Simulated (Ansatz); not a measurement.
# Worked example: correlation energy of N–CH2, doublet

Geometry: a PBE0/def2-TZVP stationary point for this spin, not checked as a minimum.

```xyz
4

N     0.0000    0.0000    0.6600
C     0.0000    0.0000   -0.5768
H     0.0000   -0.9374   -1.1497
H     0.0000    0.9373   -1.1497
```

Basis cc-pVDZ; Ansatz 0.2.0. Only valence electrons are correlated (noble-gas cores frozen), which leaves 11 electrons in 36 orbitals. R marks a restricted (for open shells ROHF) determinant, U an unrestricted one.

Full CI isn't at hand for all of this; UCCSDT(Q) serves as the reference, and is uncertain by the last step of the cluster series or more.

Unrestricted rows (U) aren't spin-pure: their determinants' ⟨S²⟩ exceeds S(S+1) by up to 0.18, so they mix in states of higher spin.

UCCSD has a T1 diagnostic of 0.043 and a largest doubles amplitude of 0.13.

Runs differ by some tens of microhartree through their thresholds and, for an open shell, their frozen cores, so steps under 0.03 kcal/mol mean nothing.

```csv
level,total energy (hartree)
UHF,-93.440309
UMP2,-93.687003
UCCSD,-93.723575
UCCSD(T),-93.732671
UCCSDT,-93.733843
UCCSDT(Q),-93.734584
```

What is the correlation energy at UCCSDT(Q), and what share of it do UMP2 and UCCSD(T) recover?

E(corr) = -93.734584 − (-93.440309) = -0.294275 hartree = -8.008 eV. UMP2: -0.246694 / -0.294275 = 83.83 %. UCCSD(T): -0.292362 / -0.294275 = 99.35 %.

By how many kcal/mol does UCCSD(T) miss UCCSDT(Q) (1 hartree = 627.509 kcal/mol), and which steps make up the rest?

-93.732671 − (-93.734584) = 0.001913 hartree = 1.20 kcal/mol. Steps: UCCSDT − UCCSD(T) = -0.74, UCCSDT(Q) − UCCSDT = -0.46 kcal/mol. Differences between like states or geometries often cancel part of this.
